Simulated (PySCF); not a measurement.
# Nonlinear optical response: (2R,3S)-2,3-dimethylthiirane, C$_{4}$H$_{8}$S

Cartesian coordinates in Å; atom numbers follow the order of the lines, from 1:
```xyz
13

C     1.555    0.401    0.249
C     0.723   -0.656   -0.415
S    -0.070   -0.290   -2.007
C    -0.759   -0.649   -0.366
C    -1.533    0.414    0.357
H     2.548    0.444   -0.201
H     1.103    1.388    0.154
H     1.676    0.173    1.313
H     1.172   -1.646   -0.401
H    -1.216   -1.634   -0.323
H    -2.566    0.437    0.007
H    -1.105    1.403    0.199
H    -1.547    0.205    1.432
```

The calculation used PySCF, quadratic response CAM-B3LYP/def2-TZVPD first hyperpolarisability, Taylor convention, gas phase. Geometry: PBE0-D3(BJ)/def2-TZVP.

Question: Give β for the processes computed.

Answer: In 10⁻³⁰ esu, Taylor convention; the vector part is βᵢ = ⅓ Σⱼ (βᵢⱼⱼ + βⱼᵢⱼ + βⱼⱼᵢ); β∥ is 3/5 of the vector part along the dipole, the dipole points from − to +:
```csv
process,λ (nm),β vector norm,β∥,β HRS,depolarisation ratio
"static β(0;0,0)",∞,1.33,0.80,0.54,5.13
"second harmonic β(−2ω;ω,ω)",1907,1.39,0.83,0.57,5.05
"Pockels β(−ω;ω,0)",1907,1.35,0.81,–,–
"second harmonic β(−2ω;ω,ω)",1064,1.54,0.93,0.64,4.84
"Pockels β(−ω;ω,0)",1064,1.39,0.84,–,–
```

Question: Which lowest excitations, dipole and polarisabilities go with it?

Answer: S1 4.78 eV (f = 0.000); S2 5.98 eV (f = 0.049); S3 6.09 eV (f = 0.018); dipole 2.19 D; isotropic α 68.9 au static, 69.1 au at 1907 nm, 69.6 au at 1064 nm, 69.7 au at 953.5 nm, 71.5 au at 532 nm.
